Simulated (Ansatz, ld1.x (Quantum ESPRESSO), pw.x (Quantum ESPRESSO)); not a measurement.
**pw.x on fcc Sr: one setting changed**

Potential: PAW, ld1.x (Quantum ESPRESSO) 7.5, PBE; core [Ar] 3d10, reference 4s2 4p6 4d0 5s2 5p0; waves: 4s (bound): rcut 1.85, rcutus 2.25 bohr; 5s (bound): rcut 1.85, rcutus 2.25 bohr; 4p (bound): rcut 2.10, rcutus 2.50 bohr; 5p (bound, empty): rcut 2.10, rcutus 2.50 bohr; 4d (bound, empty): rcut 3.20, rcutus 3.85 bohr; 4d channel at 1.45 Ry: rcut 3.20, rcutus 3.85 bohr; local part: all-electron potential smoothed inside 2.25 bohr (lloc = -2); core correction: Bessel-smoothed model core inside 2.20 bohr; augmentation: BESSEL, radius 1.90 bohr.

The reference run (k-mesh 10³, cutoffs 40/320 Ry, Fermi–Dirac 0.01 Ry, mixing_beta 0.4, conv_thr 1e-9, no spin) gives -0.04 GPa at 55.145 Å³/atom, where all-electron LAPW gives 0.01 GPa. This run, with its own iteration cap, changes k-mesh points per axis to 3.

```
&control
  calculation='scf', prefix='x', pseudo_dir='./', outdir='./tmp', tstress=.true., disk_io='none'
/
&system
  ibrav=0, nat=1, ntyp=1, ecutwfc=40, ecutrho=320, nbnd=12,
  occupations='smearing', smearing='fd', degauss=0.01
/
&electrons
  conv_thr=1e-09, mixing_beta=0.4, electron_maxstep=50
/
ATOMIC_SPECIES
Sr 1.0 Sr.UPF
CELL_PARAMETERS angstrom
  0.00000000 3.02105558 3.02105558
  3.02105558 0.00000000 3.02105558
  3.02105558 3.02105558 0.00000000
ATOMIC_POSITIONS crystal
Sr 0.0000 0.0000 0.0000
K_POINTS automatic
3 3 3 0 0 0
```

```bash
pw.x < Sr.scf.in > Sr.scf.out
```

Task: How does the run end?

Result: It converges in 13 iterations; the free energy moves by +97.6 meV/atom and the pressure by +0.41 GPa.

```
Message from routine setup:
     using ibrav=0 with symmetry is DISCOURAGED, use correct ibrav instead
     lattice parameter (alat)  =       8.0737  a.u.
     unit-cell volume          =     372.1369 (a.u.)^3
     number of electrons       =        10.00
     number of Kohn-Sham states=           12
     kinetic-energy cutoff     =      40.0000  Ry
     charge density cutoff     =     320.0000  Ry
     scf convergence threshold =      1.0E-09
     Exchange-correlation= SLA  PW   PBX  PBC
     number of k points=     4  Fermi-Dirac smearing, width (Ry)=  0.0100
     iteration #  1     ecut=    40.00 Ry     beta= 0.40
     total energy              =    -260.24472745 Ry
     estimated scf accuracy    <       0.00382408 Ry
     iteration #  2     ecut=    40.00 Ry     beta= 0.40
     total energy              =    -260.24517041 Ry
     estimated scf accuracy    <       0.00129643 Ry
     iteration #  3     ecut=    40.00 Ry     beta= 0.40
     total energy              =    -260.24527508 Ry
     estimated scf accuracy    <       0.00003024 Ry
     iteration #  4     ecut=    40.00 Ry     beta= 0.40
     total energy              =    -260.24531013 Ry
     estimated scf accuracy    <       0.00000237 Ry
     iteration #  5     ecut=    40.00 Ry     beta= 0.40
     total energy              =    -260.24532123 Ry
     estimated scf accuracy    <       0.00000120 Ry
     iteration #  6     ecut=    40.00 Ry     beta= 0.40
     total energy              =    -260.24531564 Ry
     estimated scf accuracy    <       0.00002497 Ry
     iteration #  7     ecut=    40.00 Ry     beta= 0.40
     total energy              =    -260.24531618 Ry
     estimated scf accuracy    <       0.00000122 Ry
     iteration #  8     ecut=    40.00 Ry     beta= 0.40
     total energy              =    -260.24531605 Ry
     estimated scf accuracy    <       0.00000050 Ry
     iteration #  9     ecut=    40.00 Ry     beta= 0.40
     total energy              =    -260.24531620 Ry
     estimated scf accuracy    <          1.0E-09 Ry
     iteration # 10     ecut=    40.00 Ry     beta= 0.40
     total energy              =    -260.24531626 Ry
     estimated scf accuracy    <       0.00000001 Ry
     iteration # 11     ecut=    40.00 Ry     beta= 0.40
     total energy              =    -260.24531625 Ry
     estimated scf accuracy    <       0.00000002 Ry
     iteration # 12     ecut=    40.00 Ry     beta= 0.40
     total energy              =    -260.24531625 Ry
     estimated scf accuracy    <          1.5E-09 Ry
     iteration # 13     ecut=    40.00 Ry     beta= 0.40
     the Fermi energy is     5.0060 ev
!    total energy              =    -260.24531625 Ry
     estimated scf accuracy    <          1.4E-10 Ry
     smearing contrib. (-TS)   =      -0.00752726 Ry
     convergence has been achieved in  13 iterations
          total   stress  (Ry/bohr**3)                   (kbar)     P=        3.71
     Message from routine punch:
     Nothing written, as per user request (disk_io='none')
```

The run took about 8.9 s on one core of a shared host (Neoverse-V2, 96 threads, 742 GiB, load 49).
